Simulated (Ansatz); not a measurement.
# BSiN (triplet): wave-function methods side by side, def2-TZVPP

The task here is to estimate one member of a computed series from the others.

The runs use Ansatz 0.2.0, Gaussian basis; def2-TZVPP, core rule «outside noble gas», up to 7 orbitals frozen.

The runs, in order: UHF; ROHF; CCSD(T) on UHF.

2 further runs of the same task are left out: 2 set aside as unsound or not needed.

## The system

The geometry is a PBE0/def2-TZVP stationary point (not a proven minimum).

3 atoms, charge 0, spin multiplicity 3.

Atoms are counted from 1 here; the program's logs count them from 0.

Bond lengths: B1–N2 1.274 Å, N2–Si3 1.674 Å. Angles: B1–N2–Si3 180.0°.

Set-up of the first run:

The input, in.yaml:

```yaml
crystal:
  periodic: [false, false, false]
  atoms:
    - {symbol: B, position_ang: [0.000000, 0.000000, -1.407767]}
    - {symbol: N, position_ang: [0.000000, 0.000000, -0.133267]}
    - {symbol: Si, position_ang: [0.000000, 0.000000, 1.541033]}
basis:
  gaussian: {orbitals: def2-TZVPP}
magnetization: {spin_polarized: true, initial_magnetization: 2}
hamiltonian: {xc: hf}
output: {orbitals: {seedname: orbitals}}
```

Run with:

```console
$ ansatz run in.yaml --threads 1 --pin off --events-out ev --progress --plain --max-ram 4096MiB --backend cpu
```

Steps of the session up to this table: UHF; ROHF; CCSD(T) on UHF.

One of the session's tables, all rows but one given; the rest of the session is left out.

| method | from UCCSD(T) (kcal/mol) |
| --- | --- |
| ROHF | +236.14 |
| UHF | ? |
| UMP2 | +26.38 |
| UCCSD | +11.94 |
| UCCSD(T) | 0 |

**Question.** Estimate the row for UHF.

The run gave: from UCCSD(T) (kcal/mol): +228.18. In the column «from UCCSD(T) (kcal/mol)» it lies between UMP2 (+26.38) and ROHF (+236.14).

With the free atoms at the same levels and basis (separate runs), the atomisation energy is 9.404 eV at UCCSD(T), 6.441 eV at ROHF.
